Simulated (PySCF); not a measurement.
SSi, SMILES [Si-]#[S+], point group C∞v.

Force field and properties: PBE0/pcSseg-2 (PySCF, grid level 2). Vibrational terms come from second-order perturbation theory with semi-diagonal cubic constants, by steps of ±0.6 along the normal coordinates of each isotopologue. The parent has the commonest isotopes.

Equilibrium geometry (Å):

```tsv
atom	x	y	z
Si1	0.9691	-0.0140	-0.0084
S2	-0.9581	0.0191	-0.0482
```

How much do zero-point and thermal motion change the parent's shieldings?


```tsv
atom	σe (ppm)	anharmonic part, 0 K	harmonic part, 0 K	Δσ at 0 K	Δσ at 298.15 K	Δσ at 400 K
Si1	-63.24	-1.57	-1.15	-2.71	-3.24	-3.60
S2	-119.81	-4.13	-2.12	-6.24	-7.58	-8.46
```

And the bond lengths, in the parent and with ³⁴S at 2?


| bond | re (Å) | ⟨r⟩ at 0 K | between mean positions | ⟨r⟩, labelled |
| --- | --- | --- | --- | --- |
| Si1–S2 | 1.9278 | 1.9312 | 1.9312 | 1.9311 |

The study (27 SCF points, 86 basis functions) took 33 s on 1 thread of AMD EPYC 7B13, shared host (rough), peak memory 0.43 GiB, launched as `OMP_NUM_THREADS=1 python ens_run.py task.json out`.
